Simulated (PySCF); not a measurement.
**Basis-set dependence of population analyses: `[AlH4-]`**

Species: AlH4 (charge -1).
Hydrogens: H2, H3, H4, H5 on Al1.

PBE0 throughout (PySCF), one geometry, spherical d and f functions. Geometry: PBE0-D3(BJ)/def2-SVP; no solvent, vibrations or thermal averaging. Atoms taken as equivalent share a column and are averaged.

Mulliken charges (e):

| basis | functions | Al1 | H2/H3/H4/H5 |
| --- | --- | --- | --- |
| STO-3G | 13 | +0.489 | -0.372 |
| 6-31G | 21 | +0.083 | -0.271 |
| pcSseg-0 | 21 | +0.411 | -0.353 |
| 6-31G* | 26 | -0.136 | -0.216 |
| def2-SVP | 38 | +0.149 | -0.287 |
| cc-pVDZ | 38 | -0.092 | -0.227 |
| pcSseg-1 | 44 | +0.391 | -0.348 |
| 6-311+G(2d,p) | 59 | +0.249 | -0.312 |
| def2-TZVP | 61 | -0.003 | -0.249 |
| aug-cc-pVDZ | 63 | -0.473 | -0.132 |
| IGLO-III | 84 | +0.782 | -0.446 |
| cc-pVTZ | 90 | -0.139 | -0.215 |
| pcSseg-3 | 208 | +0.615 | -0.404 |

IAO charges (e):

| basis | functions | Al1 | H2/H3/H4/H5 |
| --- | --- | --- | --- |
| STO-3G | 13 | +0.613 | -0.403 |
| 6-31G | 21 | -0.114 | -0.221 |
| pcSseg-0 | 21 | -0.042 | -0.239 |
| 6-31G* | 26 | -0.029 | -0.243 |
| def2-SVP | 38 | +0.043 | -0.261 |
| cc-pVDZ | 38 | -0.012 | -0.247 |
| pcSseg-1 | 44 | +0.025 | -0.256 |
| 6-311+G(2d,p) | 59 | +0.022 | -0.255 |
| def2-TZVP | 61 | +0.038 | -0.260 |
| aug-cc-pVDZ | 63 | -0.004 | -0.249 |
| IGLO-III | 84 | +0.056 | -0.264 |
| cc-pVTZ | 90 | +0.022 | -0.256 |
| pcSseg-3 | 208 | +0.036 | -0.259 |

Task: Which scheme is steadiest as the basis changes?

Result: Largest range over the bases for any column: IAO 0.73 e, Mulliken 1.26 e. IAO charges move least and Mulliken charges most, counted in e. Without the minimal STO-3G basis the ranges are IAO 0.17, Mulliken 1.26 e.

Task: How much do the charges still move between the two largest bases, cc-pVTZ and pcSseg-3?

Result: At most, over all atoms: Mulliken 0.754 e, IAO 0.014 e.

Task: What do the same runs give for the total energy and the frontier levels?

Result: 
```csv
basis,energy (Eh),HOMO (eV),LUMO (eV)
STO-3G,-241.6182,2.21,16.75
6-31G,-244.6763,-2.17,6.77
pcSseg-0,-244.4275,-2.39,7.14
6-31G*,-244.6941,-2.10,6.75
def2-SVP,-244.6366,-2.11,6.91
cc-pVDZ,-244.7097,-2.11,6.63
pcSseg-1,-244.7098,-2.25,6.28
"6-311+G(2d,p)",-244.7249,-2.34,4.23
def2-TZVP,-244.7254,-2.25,6.24
aug-cc-pVDZ,-244.7151,-2.35,3.19
IGLO-III,-244.7262,-2.29,6.52
cc-pVTZ,-244.7269,-2.25,6.13
pcSseg-3,-244.7359,-2.36,4.37
```

Where the HOMO energy of this anion is positive, the outermost electrons may be held by the finite basis alone.
